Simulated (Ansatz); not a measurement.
Energy profile

The step: SiH₄O ([OH][SiH3]) + PH₃ → SiPH₅ ([SiH3][PH2]) + H₂O; bonds formed: Si1–P7, O2–H6; bonds broken: Si1–O2, H6–P7 (atoms numbered as in the saddle structure below).

| atom | x (Å) | y (Å) | z (Å) |
| --- | --- | --- | --- |
| Si1 | -0.9789 | 0.3927 | -0.2444 |
| O2 | 0.2386 | 1.0105 | 0.9476 |
| H3 | -1.6988 | -0.8737 | 0.0468 |
| H4 | -1.9572 | 1.4127 | 0.3050 |
| H5 | -0.8553 | 0.8127 | -1.6589 |
| H6 | 1.0339 | 0.2022 | 0.8973 |
| P7 | 1.1924 | -1.0402 | -0.3550 |
| H8 | -0.0548 | 1.4575 | 1.7512 |
| H9 | 0.9998 | -2.4282 | -0.2486 |
| H10 | 2.0805 | -0.9460 | -1.4410 |

Electronic energies by CCSD(T) at an estimated basis limit (MP2 extrapolated from triple and quadruple zeta, plus CCSD(T) − MP2 in triple zeta), on PBE0-D4/def2-TZVP structures; SiPH7O, singlet; no counterpoise correction. Program: Ansatz 0.2.0. Basis: def2-TZVPP and def2-QZVPP. Cores are frozen in the correlated methods. Extrapolation: Hartree–Fock as exp(−7.88 √X), correlation as X^−2.97.

**Question.** Give the profile in kcal/mol, counted from the separated reactants. (Judge from chemistry; the value comes from the calculation.)

**Answer.** The calculation gives:
```tsv
point	kcal/mol
separated: SiH4O (linked as [OH][SiH3]; Si1, O2, H3, H4, H5, H8; singlet) + PH3 (H6, P7, H9, H10; singlet)	0.00
start structure	-1.73
saddle	54.84
end structure	12.29
separated: SiPH5 (linked as [SiH3][PH2]; Si1, H3, H4, H5, P7, H9, H10; singlet) + H2O (O2, H6, H8; singlet)	14.81
```

T1 diagnostic: at most 0.014.

For scale, one of the runs: CCSD(T)/def2-TZVPP, 213 basis functions, launched by `ansatz run in.yaml --threads 4 --pin off --events-out ev --progress --plain --max-ram 9574MiB`. The run took 43 s on 4 CPU threads of an AMD EPYC 7R43 (shared host), with 2.9 GiB of host memory at its peak.
